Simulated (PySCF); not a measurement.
**Spin states of NaCl**

Unrestricted PBE0; Na def2-SVPD, Cl def2-SVPD; no relativity (PySCF 2.14). Outer shells of the fragments: Na 3s1; Cl 3s2 3p5.

Followed along the bond (rough minima from three points):

```json
{"2Ms+1": "1", "unpaired": "none", "⟨S²⟩ at the start": "0.00", "R at minimum (Å)": "2.39", "Te (eV)": "0.00"}
{"2Ms+1": "3", "unpaired": "σ ↑, π ↑", "⟨S²⟩ at the start": "2.00", "R at minimum (Å)": "none in the scan", "Te (eV)": "≤ 4.31"}
```

Solutions found at the starting distance of 2.545 Å, counted from the lowest of them; the search is not exhaustive and high or unbound solutions are not listed, so other states can lie among these:

```tsv
2Ms+1	unpaired	term	E (eV)	⟨S²⟩	⟨Lz²⟩	μ (D)
1	none	¹Σ⁺	0.00	0.00	0.00	-9.74
3	σ ↑, π ↑	³Π	4.36	2.00	1.01	2.67
1	σ ↑, π ↓	mixed	4.39	1.00	1.01	2.87
3	σ ↑↑	³Σ⁺	4.70	2.00	0.00	2.62
3	π ↑↑	mixed	5.87	2.00	2.01	1.41
3	π ↑↑	mixed	5.95	2.00	2.01	1.74
```

A term symbol is given only where ⟨S²⟩ and ⟨Lz²⟩ are close to those of a pure state; real π, δ and φ orbitals otherwise mix terms. A positive dipole means Na(−)Cl(+).

Counting both spins, an empty level lies below a filled one in some of these solutions, because spin and occupation are held.
